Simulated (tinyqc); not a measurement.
Extended Hueckel theory, for PH3+, step by step. The parameters take no account of the charge, which enters only through the electron count. One step of it, computed by the program tinyqc.

Problem. Mulliken analysis. P = C n C^T; charge = valence electrons (P 5, H 1) minus the sum of (P S)_ii on the atom; overlap population = 2 sum P_ij S_ij between two atoms.

coefficients:
```
              MO1        MO2        MO3        MO4        MO5        MO6        MO7
1P 3s    0.727939   0.000069   0.000000   0.291070   0.000000   0.000588   1.130745
1P 3px  -0.000005   0.593009   0.000000  -0.000024   0.000000   1.169177  -0.000812
1P 3py   0.000000   0.000000   0.593096   0.000000   1.168705   0.000000   0.000000
1P 3pz  -0.014670   0.000017   0.000000   0.915246   0.000000  -0.000334  -0.617802
2H 1s    0.194518   0.428912   0.000000  -0.104552   0.000000  -1.019906  -0.758469
3H 1s    0.194486  -0.214518   0.371500  -0.104488  -0.882728   0.509478  -0.759183
4H 1s    0.194486  -0.214518  -0.371500  -0.104488   0.882728   0.509478  -0.759183
```

occupations: 2.000000  2.000000  2.000000  1.000000  0.000000  0.000000  0.000000

overlap S:
```
           1P 3s     1P 3px     1P 3py     1P 3pz      2H 1s      3H 1s      4H 1s
1P 3s   1.000000   0.000000   0.000000   0.000000   0.398613   0.398543   0.398543
1P 3px  0.000000   1.000000   0.000000   0.000000   0.510817  -0.255558  -0.255558
1P 3py  0.000000   0.000000   1.000000   0.000000   0.000000   0.442267  -0.442267
1P 3pz  0.000000   0.000000   0.000000   1.000000  -0.197635  -0.197600  -0.197600
2H 1s   0.398613   0.510817   0.000000  -0.197635   1.000000   0.063611   0.063611
3H 1s   0.398543  -0.255558   0.442267  -0.197600   0.063611   1.000000   0.063676
4H 1s   0.398543  -0.255558  -0.442267  -0.197600   0.063611   0.063676   1.000000
```

Give: charges; Overlap populations.

Solution.

charges: 1P 0.4686, 2H 0.1772, 3H 0.1771, 4H 0.1771

Overlap populations:
```
pair      value
2-1    0.761331
3-1    0.761306
3-2   -0.012396
4-1    0.761306
4-2   -0.012396
4-3   -0.012407
```
